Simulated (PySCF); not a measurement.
Species: C₄H₅N.
SMILES with atom numbers: `[CH:1]#[C:2]/[CH:3]=[N:4]/[CH3:5]` (hydrogens: H6 on C1; H7 on C3; H8, H9, H10 on C5)

The same species was optimised twice, with GFN2-xTB and with PBE0-D3(BJ)/def2-SVP (PySCF), and the same property calculations (PySCF, gas phase) were run on both structures.

| coordinate | GFN2-xTB | PBE0-D3(BJ)/def2-SVP | change |
| --- | --- | --- | --- |
| C1–H6 (Å) | 1.050 | 1.075 | +0.025 |
| C2–C3 (Å) | 1.413 | 1.432 | +0.019 |
| C1≡C2 (Å) | 1.201 | 1.213 | +0.012 |
| C5–H10 (Å) | 1.091 | 1.103 | +0.012 |
| C5–H8 (Å) | 1.091 | 1.103 | +0.012 |
| C3=N4 (Å) | 1.260 | 1.270 | +0.010 |
| C5–H9 (Å) | 1.100 | 1.109 | +0.009 |
| N4–C5 (Å) | 1.423 | 1.431 | +0.008 |
| C3–H7 (Å) | 1.104 | 1.110 | +0.006 |
| C3–N4–C5 (°) | 120.3 | 118.0 | -2.3 |
| N4–C3–H7 (°) | 123.6 | 122.2 | -1.4 |
| H8–C5–H10 (°) | 107.4 | 106.0 | -1.4 |
| N4–C5–H8 (°) | 108.2 | 109.3 | +1.1 |
| N4–C5–H10 (°) | 108.1 | 109.2 | +1.1 |
| C2–C3–N4 (°) | 121.7 | 122.5 | +0.8 |
| H9–C5–H10 (°) | 109.5 | 108.8 | -0.7 |
| C1–C2–C3 (°) | 177.4 | 176.7 | -0.7 |

Rotational constants: A = 46070, B = 2413, C = 2326 MHz (GFN2-xTB) against A = 46430, B = 2365, C = 2282 MHz (PBE0-D3(BJ)/def2-SVP). Point groups within 0.08 Å: Cs and Cs. Atoms that the bonding makes alike are paired by their places after alignment.

On the GFN2-xTB structure: lowest singlet, TDDFT (eV) 4.35 [B3LYP/def2-SVPD]; isotropic polarisability (au) 59.7 [B3LYP/def2-SVPD]; HOMO (eV) -7.33 [B3LYP/def2-SVPD]; LUMO (eV) -1.54 [B3LYP/def2-SVPD]; dipole (D) 1.36 [B3LYP/def2-SVPD]; HOMO (eV) -7.54 [PBE0/pcSseg-1]; LUMO (eV) -1.22 [PBE0/pcSseg-1]; dipole (D) 1.42 [PBE0/pcSseg-1]; GIAO shielding of C1 (ppm) 99.7 [PBE0/pcSseg-1]; GIAO shielding of C2 (ppm) 100.8 [PBE0/pcSseg-1]; GIAO shielding of C3 (ppm) 40.2 [PBE0/pcSseg-1]; GIAO shielding of N4 (ppm) -158.0 [PBE0/pcSseg-1]; GIAO shielding of C5 (ppm) 134.5 [PBE0/pcSseg-1].

What do these properties become on the PBE0-D3(BJ)/def2-SVP structure?

```
                                    property            level  on GFN2-xTB  on PBE0-D3(BJ)/def2-SVP  change
                  lowest singlet, TDDFT (eV)  B3LYP/def2-SVPD         4.35                     4.40   +0.05
               isotropic polarisability (au)  B3LYP/def2-SVPD         59.7                     60.8    +1.1
                                   HOMO (eV)  B3LYP/def2-SVPD        -7.33                    -7.45   -0.12
                                   LUMO (eV)  B3LYP/def2-SVPD        -1.54                    -1.61   -0.07
                                  dipole (D)  B3LYP/def2-SVPD         1.36                     1.42   +0.06
energy, GFN2-xTB geometry as zero (kcal/mol)  B3LYP/def2-SVPD          0.0                     -1.1    -1.1
                                   HOMO (eV)    PBE0/pcSseg-1        -7.54                    -7.67   -0.13
                                   LUMO (eV)    PBE0/pcSseg-1        -1.22                    -1.30   -0.08
                                  dipole (D)    PBE0/pcSseg-1         1.42                     1.49   +0.07
energy, GFN2-xTB geometry as zero (kcal/mol)    PBE0/pcSseg-1          0.0                     -0.4    -0.4
                  GIAO shielding of C1 (ppm)    PBE0/pcSseg-1         99.7                     97.4    -2.3
                  GIAO shielding of C2 (ppm)    PBE0/pcSseg-1        100.8                    100.2    -0.6
                  GIAO shielding of C3 (ppm)    PBE0/pcSseg-1         40.2                     35.7    -4.5
                  GIAO shielding of N4 (ppm)    PBE0/pcSseg-1       -158.0                   -159.3    -1.3
                  GIAO shielding of C5 (ppm)    PBE0/pcSseg-1        134.5                    131.9    -2.6
```

The heavy atoms differ by 0.030 Å rms after alignment. Among all bonds C1–H6 changes most (+0.025 Å). Changes are differences of the printed values. Neither structure is proved a minimum here.
